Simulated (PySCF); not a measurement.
## Vertical excitation energies

C3H4FN.
Structure used (PBE0-D3(BJ)/def2-SVP), in Å, numbered top down from 1:
```
atom  x, y, z in Å
C1    -1.2866   -0.2011   -0.3884
C2    -0.2243    0.6021   -0.3393
F3    -0.3301    1.8887   -0.6765
C4     1.1546    0.2477    0.0638
N5     1.6028   -0.8762    0.4419
H6    -2.2597    0.1770   -0.7036
H7    -1.1956   -1.2523   -0.1122
H8     1.8511    1.1014    0.0150
H9     0.8625   -1.5878    0.4464
```

The calculation used PySCF, TDDFT CAM-B3LYP/def2-SVPD, vertical, gas phase, core orbitals frozen in the response.

Q: Predict the UV-vis stick spectrum at this level.

A: 

```json
{"state": "S1", "E (eV)": "4.65", "λ (nm)": "266.8", "f": "0.0035", "symmetry": "A″", "main configurations (H = HOMO, L = LUMO)": "H-1→L (96%)"}
{"state": "S2", "E (eV)": "5.63", "λ (nm)": "220.1", "f": "0.223", "symmetry": "A′", "main configurations (H = HOMO, L = LUMO)": "H→L (98%)"}
{"state": "S3", "E (eV)": "7.30", "λ (nm)": "169.9", "f": "0.014", "symmetry": "A″", "main configurations (H = HOMO, L = LUMO)": "H→L+1 (96%)"}
{"state": "S4", "E (eV)": "7.87", "λ (nm)": "157.4", "f": "0.026", "symmetry": "A′", "main configurations (H = HOMO, L = LUMO)": "H-1→L+1 (77%), H-1→L+3 (13%)"}
{"state": "S5", "E (eV)": "7.94", "λ (nm)": "156.2", "f": "0.086", "symmetry": "A′", "main configurations (H = HOMO, L = LUMO)": "H-2→L (86%), H→L+4 (10%)"}
{"state": "S6", "E (eV)": "8.14", "λ (nm)": "152.3", "f": "0.0005", "symmetry": "–", "main configurations (H = HOMO, L = LUMO)": "H-3→L (69%), H-1→L+4 (17%)"}
{"state": "S7", "E (eV)": "8.29", "λ (nm)": "149.5", "f": "0.0046", "symmetry": "A″", "main configurations (H = HOMO, L = LUMO)": "H→L+2 (61%), H→L+3 (17%), H→L+5 (9%)"}
{"state": "S8", "E (eV)": "8.49", "λ (nm)": "146.0", "f": "0.0003", "symmetry": "–", "main configurations (H = HOMO, L = LUMO)": "H→L+5 (53%), H→L+2 (24%), H→L+6 (10%)"}
{"state": "S9", "E (eV)": "8.62", "λ (nm)": "143.8", "f": "0.0004", "symmetry": "–", "main configurations (H = HOMO, L = LUMO)": "H-4→L (73%), H-1→L+4 (12%)"}
{"state": "S10", "E (eV)": "8.71", "λ (nm)": "142.3", "f": "0.018", "symmetry": "A′", "main configurations (H = HOMO, L = LUMO)": "H-1→L+2 (70%), H-1→L+5 (14%), H-1→L+3 (10%)"}
```

Triplets (Tamm–Dancoff): T1 3.26 eV, H→L (93%); T2 3.90 eV, H-1→L (93%); T3 5.19 eV, H-2→L (74%), H→L+4 (18%); T4 7.11 eV, H→L+1 (94%).

The lowest singlet lies at 4.65 eV (267 nm, ultraviolet) and is very weak; its leading configuration is HOMO-1→LUMO (96%). The strongest level in the table is S2 at 5.63 eV (220 nm, f = 0.223). Löwdin shares by element: HOMO carbon 60% or more, nitrogen 15%, fluorine 10%; LUMO carbon 60%, nitrogen 24% (atoms not listed hold the other 16%). Of the 10 states listed, 5 reach f = 0.01 and 3 stay under 0.0005. The listed states span 4.07 eV, and the widest gap between neighbours is 1.66 eV (S2 to S3). Weighted by f, the mean energy of these states is 6.55 eV. No computed singlet lies in the visible range (380 to 750 nm); the lowest, at 267 nm, stands 1.38 eV above its violet end (3.26 eV); a Tamm–Dancoff triplet lies at 380 nm, without intensity as long as spin–orbit coupling is left out. All these states lie below the vertical ionisation energy of 10.25 eV (ΔSCF). Symmetry labels in Cs follow from the direction of the transition dipole and are given only for states with f of 0.002 or more. Only the lowest 10 singlets were computed, as vertical energies without vibronic structure.

One conformer stands for the species.
